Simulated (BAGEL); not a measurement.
**B2PH5 (SMILES BPB) at RI-MP2/def2-SVPD (density fitting with qzvpp-jkfit)**

Aim: the energy change on altering one bond length of B2PH5 at RI-MP2/def2-SVPD (density fitting with qzvpp-jkfit), from 2 runs. 

Program for the calculation: BAGEL 1.2.2.

15 further runs of the same task are left out: 15 set aside as unsound or not needed.

**1. Starting point**

B2PH5: 8 atoms, total charge 0, spin state singlet. As SMILES, `BPB`. Geometry: relaxed at GFN2-xTB.

Bond lengths: B1–P2 1.795 Å, P2–B3 1.795 Å, B1–H4 1.168 Å, B1–H5 1.171 Å, P2–H6 1.376 Å, B3–H7 1.168 Å, B3–H8 1.171 Å. Angles: B1–P2–B3 128.2°, B1–P2–H6 115.8°, B3–P2–H6 115.8°, P2–B1–H4 121.0°, P2–B1–H5 118.0°, P2–B3–H7 121.0°, P2–B3–H8 118.0°, H4–B1–H5 121.0°, H7–B3–H8 121.0°.

**2. A single-point energy at RI-MP2/def2-SVPD (density fitting with qzvpp-jkfit)**

job.json

```json
{ "bagel" : [

{
  "title" : "molecule",
  "basis" : "def2-svpd.json",
  "df_basis" : "qzvpp-jkfit",
  "angstrom" : true,
  "geometry" : [
    { "atom" : "B", "xyz" : [      -1.222880,       0.755110,      -0.773190 ] },
    { "atom" : "P", "xyz" : [      -0.053230,       0.244130,       0.489240 ] },
    { "atom" : "B", "xyz" : [       1.289880,      -0.938350,       0.346080 ] },
    { "atom" : "H", "xyz" : [      -2.093210,       1.493130,      -0.523530 ] },
    { "atom" : "H", "xyz" : [      -1.084030,       0.331020,      -1.855290 ] },
    { "atom" : "H", "xyz" : [      -0.275110,       0.748970,       1.749410 ] },
    { "atom" : "H", "xyz" : [       1.940270,      -1.226150,       1.273170 ] },
    { "atom" : "H", "xyz" : [       1.498310,      -1.407840,      -0.705890 ] }
  ]
},

{ "title" : "hf" },

{ "title" : "mp2", "ncore" : 7 }

]}
```

The basis set def2-SVPD is read from a file made from the Basis Set Exchange's data (not shown).

On the command line:

```
BAGEL_NUM_THREADS=1 BAGEL job.json > job.out
```

The log of the run:

```text
* using 1 threads per process

  ===============================================================
  ===============================================================

  *** Geometry ***

  { "atom" : "B", "xyz" : [     -2.310908,      1.426951,     -1.461117 ] },
  { "atom" : "P", "xyz" : [     -0.100590,      0.461339,      0.924530 ] },
  { "atom" : "B", "xyz" : [      2.437520,     -1.773225,      0.653996 ] },
  { "atom" : "H", "xyz" : [     -3.955594,      2.821607,     -0.989328 ] },
  { "atom" : "H", "xyz" : [     -2.048520,      0.625537,     -3.505990 ] },
  { "atom" : "H", "xyz" : [     -0.519883,      1.415348,      3.305906 ] },
  { "atom" : "H", "xyz" : [      3.666579,     -2.317088,      2.405943 ] },
  { "atom" : "H", "xyz" : [      2.831396,     -2.660432,     -1.333939 ] },

  Number of auxiliary basis functions:      368

  Since a DF basis is specified, we compute 2- and 3-index integrals:
    o Being stored without compression. Storage requirement is 0.032 GB

  Number of basis functions:      104
  Number of electrons      :       30

    * METHOD: MOLECULE                             0.16

  *** RHF ***

  === Nuclear Repulsion ===
    81.8141465121

      * DIIS with orbital gradients will be used.

  === RHF iteration (def2-svpd.json) ===
      0       -392.75957968          0.01070246           0.04
      1       -392.83351501          0.00334469           0.05
      2       -392.84074978          0.00108922           0.05
      3       -392.84165018          0.00014843           0.05
      4       -392.84167588          0.00004686           0.04
      5       -392.84167875          0.00001317           0.04
      6       -392.84167895          0.00000413           0.04
      7       -392.84167896          0.00000102           0.04
      8       -392.84167896          0.00000032           0.05
      9       -392.84167897          0.00000011           0.04
     10       -392.84167897          0.00000004           0.05
     11       -392.84167897          0.00000001           0.05
     12       -392.84167897          0.00000000           0.05
    * SCF iteration converged.

    * Permanent dipole moment:
           (    0.042833,    -0.088374,    -0.229533) a.u.

    * METHOD: HF                                   0.70

  *** RHF ***

  === Nuclear Repulsion ===
    81.8141465121

      * DIIS with orbital gradients will be used.

  === RHF iteration (def2-svpd.json) ===
      0       -392.84167897          0.00000000           0.04
    * SCF iteration converged.

    * Permanent dipole moment:
           (    0.042833,    -0.088374,    -0.229533) a.u.

  === DF-MP2 calculation ===

    * freezing 7 orbitals
    * 3-index integral transformation done
    * assembly done

      MP2 correlation energy:   -0.3076315738      0.03

      MP2 total energy:       -393.1493105389

    * METHOD: MP2                                  0.13

  ===============================================================
```

Run time: 1.1 s. Hardware: 1 thread of Arm Neoverse V1, shared host; peak memory 0.11 GiB.

**3. The distorted shape**

job.json

```json
{ "bagel" : [

{
  "title" : "molecule",
  "basis" : "def2-svpd.json",
  "df_basis" : "qzvpp-jkfit",
  "angstrom" : "true",
  "geometry" : [
    { "atom" : "B", "xyz" : [      -0.178513,      -0.130489,      -1.072774 ] },
    { "atom" : "P", "xyz" : [       0.991137,      -0.641469,       0.189656 ] },
    { "atom" : "B", "xyz" : [       2.334247,      -1.823949,       0.046496 ] },
    { "atom" : "H", "xyz" : [      -2.093210,       1.493130,      -0.523530 ] },
    { "atom" : "H", "xyz" : [      -0.039663,      -0.554579,      -2.154874 ] },
    { "atom" : "H", "xyz" : [       0.769257,      -0.136629,       1.449826 ] },
    { "atom" : "H", "xyz" : [       2.984637,      -2.111749,       0.973586 ] },
    { "atom" : "H", "xyz" : [       2.542677,      -2.293439,      -1.005474 ] }
  ]
},

{
  "title" : "hf"
},

{
  "title" : "mp2",
  "ncore" : 7
}

]}
```

The basis set def2-SVPD is read from a file made from the Basis Set Exchange's data (not shown).

On the command line:

```
BAGEL_NUM_THREADS=1 BAGEL job.json > job.out
```

The log of the run:

```text
* using 1 threads per process

  ===============================================================
  ===============================================================

  *** Geometry ***

  { "atom" : "B", "xyz" : [     -0.337341,     -0.246588,     -2.027249 ] },
  { "atom" : "P", "xyz" : [      1.872977,     -1.212201,      0.358398 ] },
  { "atom" : "B", "xyz" : [      4.411088,     -3.446764,      0.087865 ] },
  { "atom" : "H", "xyz" : [     -3.955594,      2.821607,     -0.989328 ] },
  { "atom" : "H", "xyz" : [     -0.074952,     -1.048002,     -4.072122 ] },
  { "atom" : "H", "xyz" : [      1.453685,     -0.258191,      2.739774 ] },
  { "atom" : "H", "xyz" : [      5.640147,     -3.990627,      1.839811 ] },
  { "atom" : "H", "xyz" : [      4.804963,     -4.333972,     -1.900070 ] },

  Number of auxiliary basis functions:      368

  Since a DF basis is specified, we compute 2- and 3-index integrals:
    o Being stored without compression. Storage requirement is 0.032 GB

  Number of basis functions:      104
  Number of electrons      :       30

    * METHOD: MOLECULE                             0.15

  *** RHF ***

  === Nuclear Repulsion ===
    79.2706852053

      * DIIS with orbital gradients will be used.

  === RHF iteration (def2-svpd.json) ===
      0       -392.57840410          0.01004135           0.04
      1       -392.65010482          0.00346207           0.04
      2       -392.65886218          0.00141372           0.04
      3       -392.66042275          0.00033382           0.04
      4       -392.66051424          0.00012620           0.04
      5       -392.66053284          0.00003838           0.04
      6       -392.66053495          0.00001411           0.04
      7       -392.66053528          0.00000328           0.04
      8       -392.66053530          0.00000095           0.04
      9       -392.66053530          0.00000036           0.04
     10       -392.66053530          0.00000014           0.04
     11       -392.66053530          0.00000005           0.04
     12       -392.66053530          0.00000002           0.04
     13       -392.66053530          0.00000001           0.04
    * SCF iteration converged.

    * Permanent dipole moment:
           (   -1.042595,     0.751735,    -0.211394) a.u.

    * METHOD: HF                                   0.69

  *** RHF ***

  === Nuclear Repulsion ===
    79.2706852053

      * DIIS with orbital gradients will be used.

  === RHF iteration (def2-svpd.json) ===
      0       -392.66053530          0.00000000           0.04
    * SCF iteration converged.

    * Permanent dipole moment:
           (   -1.042595,     0.751736,    -0.211394) a.u.

  === DF-MP2 calculation ===

    * freezing 7 orbitals
    * 3-index integral transformation done
    * assembly done

      MP2 correlation energy:   -0.3236238598      0.03

      MP2 total energy:       -392.9841591587

    * METHOD: MP2                                  0.12

  ===============================================================
```

Wall time 1.1 s (1 thread of Arm Neoverse V1, shared host); peak memory 0.11 GiB.

**4. Summary of results**

Level: RI-MP2/def2-SVPD (density fitting with qzvpp-jkfit), 7 core orbitals frozen.

| quantity | value |
| --- | --- |
| first shape: total energy | -393.14931 Eh |
| first shape: correlation energy (7 core orbitals frozen) | -307.6 mEh |
| distorted shape: total energy | -392.98416 Eh |
| distorted shape: correlation energy (7 core orbitals frozen) | -323.6 mEh |
| energy change with the B1–H4 bond stretched from 1.168 to 2.570 Å | 4.494 eV |

What this shows: One bond (distorted shape) is far stretched, which a spin-restricted single reference describes badly; perturbation theory on it can break down and give far too much correlation. With the B1–H4 bond stretched from 1.168 to 2.570 Å the energy rises by 4.49 eV (104 kcal/mol). The first shape isn't relaxed at this level, so the change isn't measured from a minimum. A restricted reference can't describe the breaking bond well at this length.
